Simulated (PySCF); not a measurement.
**S(OH)₂: structure of the triplet**

Aim: relax S(OH)₂ as a triplet from a linear start, check by its vibrations whether the end is a minimum, and collect its spectrum and constants.

Computed with PySCF 2.14.0. Level: PBE0, basis S def2-TZVP, O def2-TZVP, H def2-TZVP, no relativity, density fitting.

## (1) The starting structure

5 atoms, charge 0, spin multiplicity 3.

Bond lengths: S1–O2 1.660 Å, S1–O3 1.660 Å, O2–H4 0.960 Å, O3–H5 0.960 Å. Angles: O2–S1–O3 180.0°, S1–O2–H4 130.0°, S1–O3–H5 130.0°.

```xyz
5
charge 0 multiplicity 3
S     0.0000    0.0000    0.0000
O     0.0000    0.0000    1.6600
O     0.0000    0.0000   -1.6600
H    -0.7354    0.0000    2.2771
H     0.7354    0.0000   -2.2771
```

## (2) Finding the electronic state

One driver script runs all steps and calls PySCF; scf.py shows how it sets up the SCF of each step. The optimiser is the driver's own. After this first run the driver tries any further starts and a stability analysis.

The input, scf.py:

```python
from pyscf import gto, scf, dft
mol = gto.M(atom='''
S      0.000000     0.000000     0.000000
O      0.000000     0.000000     1.660000
O      0.000000     0.000000    -1.660000
H     -0.735400     0.000000     2.277100
H      0.735400     0.000000    -2.277100''',
    basis={'S': 'def2-TZVP', 'O': 'def2-TZVP', 'H': 'def2-TZVP'},
    charge=0, spin=2)
mf = dft.UKS(mol, xc='PBE0')
mf.grids.atom_grid = (50, 194)
aux = {'S': 'def2-universal-JKFIT', 'O': 'def2-universal-JKFIT', 'H': 'def2-universal-JKFIT'}
mf = mf.density_fit(auxbasis=aux)
mf.conv_tol = 1e-08
mf.diis_space = 10
mf.max_cycle = 60
mf.init_guess = 'minao'
mf.verbose = 4
mf.kernel()
```

Run with:

```
> OMP_NUM_THREADS=4 python axn.py task.json out
```

After this run come: Relaxation: linear start, triplet; Hessian and properties; Downhill along the imaginary mode; Hessian and properties.

Before running it: what results should come out? Wanted: minimum; geometry; wavenumbers; dipole moment; highest occupied, lowest empty level; polar-tensor charge of S1; zero-point energy; atomisation energy; ⟨S²⟩.

**Answer**, as computed:

```
                                          quantity                                                                                         value
                                           minimum                                                                                   triplet, Cs
                                          geometry  O–H 0.966 Å, O–H 0.968 Å, S–O 1.713 Å, S–O 1.737 Å; H–O–S 107.5°, H–O–S 111.8°, O–S–O 151.4°
                                wavenumbers (cm⁻¹)  196 (a''), 292 (a'), 357 (a''), 568 (a'), 617 (a'), 885 (a'), 993 (a'), 3768 (a'), 3815 (a')
                                     dipole moment                                                                                        0.57 D
highest occupied, lowest empty level (either spin)                                                                               -6.98, -3.03 eV
                         polar-tensor charge of S1                                                                                       +0.93 e
                                 zero-point energy                                                                                   68.7 kJ/mol
                               entropy at 298.15 K                                                                               288.2 J/(mol K)
         atomisation energy (no zero-point energy)                                                                                   1321 kJ/mol
                                              ⟨S²⟩                                                                                         2.007
```

**Reading.** From C2h at the start the molecule goes to a Cs minimum, after a stop at a higher-order saddle point 40.0 kJ/mol higher, from which it was pushed off along an imaginary mode. In the infrared the band at 196 cm⁻¹ (a'') leads. Most of the spin sits on S1 (Mulliken spin 1.40, against 2 for the whole molecule). Only this shape and spin were tried, so other structures or states may lie lower.
